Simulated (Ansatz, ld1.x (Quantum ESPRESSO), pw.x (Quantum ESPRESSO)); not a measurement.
**What a changed setting does to a pw.x run (bcc Nb)**

Potential: PAW, ld1.x (Quantum ESPRESSO) 7.5, PBE; core [Ar] 3d10, reference 4s2 4p6 4d4 5s1 5p0; waves: 4s (bound): rcut 1.50, rcutus 1.80 bohr; 5s (bound): rcut 1.50, rcutus 1.80 bohr; 4p (bound): rcut 2.05, rcutus 2.40 bohr; 5p (bound, empty): rcut 2.05, rcutus 2.40 bohr; 4d (bound): rcut 1.75, rcutus 2.35 bohr; 4d channel at 2.7 Ry: rcut 1.75, rcutus 2.35 bohr; local part: all-electron potential smoothed inside 1.80 bohr (lloc = -2); core correction: a·sin(br)/r model core inside 1.30 bohr; augmentation: PSQ, inside the norm-conserving radii.

The reference run (k-mesh 14³, cutoffs 45/360 Ry, Fermi–Dirac 0.01 Ry, mixing_beta 0.4, conv_thr 1e-9, no spin) gives 1.70 GPa at 18.179 Å³/atom, where all-electron LAPW gives 0.16 GPa. This run, with its own iteration cap, changes smearing to mv.

```
&control
  calculation='scf', prefix='x', pseudo_dir='./', outdir='./tmp', tstress=.true., disk_io='none'
/
&system
  ibrav=0, nat=1, ntyp=1, ecutwfc=45, ecutrho=360, nbnd=14,
  occupations='smearing', smearing='mv', degauss=0.01
/
&electrons
  conv_thr=1e-09, mixing_beta=0.4, electron_maxstep=60
/
ATOMIC_SPECIES
Nb 1.0 Nb.UPF
CELL_PARAMETERS angstrom
  -1.65641822 1.65641822 1.65641822
  1.65641822 -1.65641822 1.65641822
  1.65641822 1.65641822 -1.65641822
ATOMIC_POSITIONS crystal
Nb 0.0000 0.0000 0.0000
K_POINTS automatic
14 14 14 0 0 0
```

```bash
pw.x < Nb.scf.in > Nb.scf.out
```

Problem. How does the run end?

Solution. It converges in 11 iterations; the free energy moves by +48.2 meV/atom and the pressure by -0.31 GPa. This scheme is built to cancel the term in the square of the width that Fermi–Dirac smearing leaves in the F of a metal.

```
Message from routine setup:
     using ibrav=0 with symmetry is DISCOURAGED, use correct ibrav instead
     lattice parameter (alat)  =       5.4216  a.u.
     unit-cell volume          =     122.6780 (a.u.)^3
     number of electrons       =        13.00
     number of Kohn-Sham states=           14
     kinetic-energy cutoff     =      45.0000  Ry
     charge density cutoff     =     360.0000  Ry
     scf convergence threshold =      1.0E-09
     Exchange-correlation= SLA  PW   PBX  PBC
     number of k points=   104  Marzari-Vanderbilt smearing, width (Ry)=  0.0100
     iteration #  1     ecut=    45.00 Ry     beta= 0.40
     total energy              =    -334.25629155 Ry
     estimated scf accuracy    <       0.13521186 Ry
     iteration #  2     ecut=    45.00 Ry     beta= 0.40
     total energy              =    -334.26179277 Ry
     estimated scf accuracy    <       0.02778773 Ry
     iteration #  3     ecut=    45.00 Ry     beta= 0.40
     negative rho (up, down):  6.753E-05 0.000E+00
     total energy              =    -334.26426367 Ry
     estimated scf accuracy    <       0.00172255 Ry
     [... 5 iterations left out ...]
     iteration #  9     ecut=    45.00 Ry     beta= 0.40
     negative rho (up, down):  6.447E-05 0.000E+00
     total energy              =    -334.26452387 Ry
     estimated scf accuracy    <       0.00000002 Ry
     iteration # 10     ecut=    45.00 Ry     beta= 0.40
     negative rho (up, down):  6.471E-05 0.000E+00
     total energy              =    -334.26452387 Ry
     estimated scf accuracy    <          5.6E-09 Ry
     iteration # 11     ecut=    45.00 Ry     beta= 0.40
     negative rho (up, down):  6.489E-05 0.000E+00
     the Fermi energy is    17.7113 ev
!    total energy              =    -334.26452387 Ry
     estimated scf accuracy    <          5.8E-10 Ry
     smearing contrib. (-TS)   =       0.00011761 Ry
     convergence has been achieved in  11 iterations
     negative rho (up, down):  6.489E-05 0.000E+00
          total   stress  (Ry/bohr**3)                   (kbar)     P=       13.93
     Message from routine punch:
     Nothing written, as per user request (disk_io='none')
```

The run took about 21 s on one core of a shared host (AMD EPYC 7R43 64-Core Processor, 256 threads, 1004 GiB, load 64).
